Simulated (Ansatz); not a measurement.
Two shapes of doublet C₂H.

Shape 1:

```xyz
3

H    -0.0107    0.0462   -1.5373
C     0.0240   -0.0382   -0.4981
C     0.0095    0.0308    0.7737
```

Shape 2:

```xyz
3

H     0.0000    0.0000   -1.6772
C     0.0000    0.0000   -0.5148
C     0.0000    0.0000    0.7943
```

Basis set: 6-31G* (spherical functions). Left uncorrelated: 2 orbitals. Charge 0, multiplicity 2.

Computed with Ansatz (development build ahead of 0.2.0); each method stands on the lowest determinant of its kind that the runs found.

(1) Which shape is lower in energy, and by how much in each method?

Results:

(1)

```csv
method,E(2) − E(1) (eV)
UHF,0.342
UHF-MP2,0.470
```

Shape 1 is lower. Caution: the unrestricted determinant is a mixture of spin states.
